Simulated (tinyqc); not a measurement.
Stretching all distances: RHF, UHF, MP2, CISD and CCSD against full CI in the sto-3g basis, for BH, spin multiplicity 1. Computed by the program tinyqc with PySCF. Command: `OMP_NUM_THREADS=1 python tinyqc.py 110367 110368 out.jsonl`; one thread of a shared host (Intel(R) Xeon(R) Processor @ 2.60GHz), about 8 s.

Geometry (angstrom):
```
atom       x       y       z
B     0.0000  0.0000  0.0000
H     0.0000  0.0000  1.1050
```

All coordinates are multiplied by the scale. c0^2 is the weight of the RHF determinant in the lowest singlet FCI state (UHF is spin-contaminated and may lie near states of higher spin) and n(LUMO) the first natural occupation beyond the occupied space.

Full CI energy (hartree) and errors against it (kcal/mol):
```
scale  distance 1-2 (angstrom)     E(FCI)     RHF     UHF     MP2   CISD   CCSD  <S^2> UHF   c0^2  n(LUMO)
0.970                    1.072  -24.79279  33.130  24.234  16.399  0.905  0.115      0.578  0.916    0.077
1.120                    1.238  -24.81000  35.981  29.242  17.402  1.139  0.099      0.518  0.916    0.073
1.270                    1.403  -24.80157  40.159  35.097  19.124  1.517  0.098      0.461  0.911    0.069
1.430                    1.580  -24.77970  46.171  42.455  21.810  2.108  0.101      0.405  0.899    0.070
1.580                    1.746  -24.75506  53.333  50.351  25.164  2.873  0.102      0.422  0.881    0.112
1.730                    1.912  -24.73085  61.988  51.406  29.321  3.872  0.097      0.641  0.853    0.171
1.880                    2.077  -24.70959  72.052  46.807  34.173  5.112  0.085      0.731  0.814    0.249
2.040                    2.254  -24.69151  84.063  40.570  39.806  6.655  0.066      0.831  0.763    0.349
2.190                    2.420  -24.67907  96.059  35.575  45.025  8.203  0.044      0.900  0.710    0.452
```

UHF lies below RHF over the whole range. The weight c0^2 goes from 0.92 to 0.71 and n(LUMO) from 0.08 to 0.45: static correlation grows as the bonds break into open-shell fragments. The spread of the error along the curve, which distorts its shape, is CCSD 0.1, CISD 7.3, UHF 27.2, MP2 28.6, RHF 62.9 kcal/mol.
